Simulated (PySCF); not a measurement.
Gas-phase reaction: 3 B2H6 + 2 N2 → 4 H2BNH2 + 2 BH

Method: PySCF energies plus ideal-gas RRHO corrections (1 bar). † marks an energy on the PBE0/def2-TZVP geometry and frequencies; other levels use their own. MP2 and CCSD(T) freeze the core. All species are closed-shell singlets. B3LYP is the form with VWN-RPA correlation. H2BNH2: computed as isolated molecules; such fragments, hydroxides, amides, oligomers or adducts are transient or little studied in the gas. MP2 isn't extrapolated to the basis-set limit; its ΔH°(298 K) is 508.3 kJ in def2-SVP and 493.1 kJ in def2-TZVPP. CCSD(T) isn't extrapolated to the basis-set limit; its ΔH°(298 K) is 444.1 kJ in def2-SVP and 434.9 kJ in def2-TZVPP. The harmonic model lacks anharmonicity and excited electronic states, which grow with temperature; levels with a mode under 35 cm⁻¹ are left out.

| level | ΔE electronic, kJ | ΔH°(298 K), kJ | ΔS°(298 K), J/K | ΔG°(1200 K), kJ |
|---|---|---|---|---|
| B3LYP/def2-TZVP† | 403 | 419 | 176 | 202 |
| CCSD(T)/def2-SVP† | 428 | 444 | 176 | 228 |
| HF/def2-TZVP† | 295 | 311 | 176 | 95 |
| MP2/def2-SVP† | 492 | 508 | 176 | 292 |
| PBE0/def2-TZVP | 461 | 477 | 176 | 261 |
| ωB97M-V/def2-TZVP† | 425 | 441 | 176 | 225 |
ΔH° is lowest at HF/def2-TZVP† and highest at MP2/def2-SVP†. No reference value is set beside these.
